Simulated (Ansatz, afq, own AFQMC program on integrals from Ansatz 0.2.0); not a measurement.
## Where AFQMC and coupled cluster stand for CH3N, singlet

```xyz
5

N     0.0000    0.0657    0.5988
C     0.0000   -0.1676   -0.7846
H     0.0000    0.9742    1.0598
H     0.0000   -0.7194    1.2368
H     0.0000    0.8291   -1.2683
```

Connectivity, by distances: NH2–CH.

Basis cc-pVDZ. Only valence electrons are correlated. Ansatz 0.2.0 and our own AFQMC program on the same integrals; the CISD trial comes from CCSD amplitudes, and released means the phaseless constraint is let go. Uncertainties: one standard error, sampling alone.

Determinant: UHF, the one that the program's search chose, which needn't be the lowest solution. The geometry is a point of a scan.

No full CI on the walks' own integrals is used here; CCSDT(Q) serves as the reference and is uncertain by about the last step of the cluster series.

Cautions: higher spins were not checked; the determinant is a saddle point among determinants of its kind; raised T1 diagnostic (T1 0.021, weight of the determinant 0.88, largest double 0.08).

The T1 diagnostic is 0.0211, the weight of the determinant in the CISD state is 0.877 and the ⟨S²⟩ of the determinant is 0.000. The size of the correlated space is 12 electrons in 41 orbitals.

Reference: CCSDT(Q), correlation energy -9.037 eV. The released energy is read at 2.40 1/Eh (meV from the phaseless value at times in 1/Eh: -7 ± 17 at 0.24, -34 ± 17 at 0.51, -24 ± 19 at 0.99, -1 ± 21 at 1.62, -36 ± 30 at 2.40).

| level | E − E(reference) (kJ/mol) | share of correlation (%) |
| --- | --- | --- |
| HF | 871.9 | 0.00 |
| MP2 | 105.2 | 87.94 |
| CCSD | 31.1 | 96.43 |
| CCSD(T) | 4.2 | 99.52 |
| CCSDT | 2.1 | 99.76 |
| ph-AFQMC/HF | 4.3 ± 6.3 | 99.50 |
| ph-AFQMC/CISD | 1.3 ± 1.8 | 99.85 |
| released AFQMC | -2.2 ± 2.9 | 100.25 |

A walk keeps the symmetry of its determinant, which the program's search chose and which needn't be the lowest solution, so a lower state of the same spin and another symmetry isn't excluded. Released energies are given only where the last usable release times agree within the noise; a slower fall can still hide under it.
